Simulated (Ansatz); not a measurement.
## GeH4⁺, doublet: vertical spin and charge gaps

Geometry (PBE0/def2-TZVP stationary point for this spin, not checked as a minimum):

```csv
atom,x (Å),y (Å),z (Å)
Ge,0.0000,0.0000,0.0000
H,0.5613,1.0339,1.0326
H,-0.5699,-1.0297,1.0321
H,-0.5592,1.0308,-1.0368
H,0.5678,-1.0351,-1.0279
```

Basis cc-pVDZ; Ansatz 0.2.0. Only valence electrons are correlated (noble-gas cores and the filled d shells of p-block atoms frozen). R marks a restricted (for open shells ROHF) determinant. Active spaces: valence = (7e, 8o) chosen from the atoms' valence shells. No spin–orbit coupling is included, and no scalar relativity.

Gaps are energies of the second state less the first, at fixed atoms, for a selection of the levels run; each method lands on the state that its own search finds for that charge and spin.

Quartet less doublet: 6.629 eV at full CI (doublet A1, quartet B1, in C2v).

| level | gap (eV) | error (meV) |
| --- | --- | --- |
| RHF | 5.582 | -1047 |
| RMP2 | 6.458 | -171 |
| RCCSD | 6.605 | -24 |
| RCCSD(T) | 6.628 | -1 |
| BCCD(T) | 6.624 | -5 |
| RCCSDT | 6.629 | 0 |
| RCCSDT(Q) | 6.629 | 0 |
| RCCSDTQ | 6.629 | 0 |
| CASSCF (valence space) | 6.487 | -142 |
| NEVPT2 (valence space) | 6.588 | -41 |
| MRCISD (valence space) | 6.642 | 13 |
| MRCISD+Q (valence space) | 6.647 | 18 |
| PBE | 6.630 | 1 |
| r2SCAN | 6.573 | -56 |
| PBE0 | 6.584 | -45 |
| B3LYP | 6.776 | 147 |
| wB97M-V | 6.859 | 230 |
| B2PLYP | 6.686 | 57 |
| RPA-PBE | 6.819 | 190 |

In so small a basis the reference is far from its limit while semilocal and hybrid functionals are nearer theirs (RPA and double hybrids share much of the reference's basis error), so the functionals' errors here hold much of the reference's basis and frozen-core error, which can add to them or hide them.

Full CI is exact within this basis and frozen core; it isn't the basis-set limit.
